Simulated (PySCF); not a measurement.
# C4H5F: the cost of one run

Programs: PySCF 2.14.0, with density-fitted response routines of our own. Each step states its level of theory. These are calculated values for one molecule in the gas phase, unless marked as measured. Atoms count from 0, in the outputs and in this text.

## Step 1: The molecule as given

10 atoms, charge 0, multiplicity 1; geometry from: GFN2-xTB. The atoms were then displaced at random by about 0.01 Å, so the start is not that level's minimum.

Bonds of the start (Å): F0–C1 1.36, C1–C2 1.32, C2–C3 1.41, C3–C4 1.50, C4–C2 1.45, C1–H5 1.07, C3–H6 1.09, C3–H7 1.09, C4–H8 1.07, C4–H9 1.10.

## Step 2: Optimising the geometry at PBE0-D3(BJ)/def2-SVP

What the job is given:

```
{"job": {"xc": "PBE0", "basis": "def2-SVP", "d3": "d3bj", "grid": 1, "shake": 0.01, "kind": "geom"}, "charge": 0, "multiplicity": 1}
F      2.504430     0.703900     0.411360
C      1.622840    -0.240220    -0.005940
C      0.315760    -0.061340    -0.015580
C     -0.958970    -0.605990    -0.289810
C     -0.828920     0.788140     0.243260
H      2.148350    -1.123380    -0.316340
H     -1.369220    -1.375690     0.371570
H     -1.272620    -0.729200    -1.322990
H     -1.010150     1.635500    -0.387760
H     -1.101050     0.987350     1.291180
```

On the command line:

```sh
> OMP_NUM_THREADS=1 python probes_run.py task.json out
```

One launch serves the whole session: the jobs run in the order shown.

**Question.** How long does this first job take on 1 thread of Arm Neoverse V1, shared host, and how much memory does it need?

About 32 s, with a peak of 0.39 GiB.
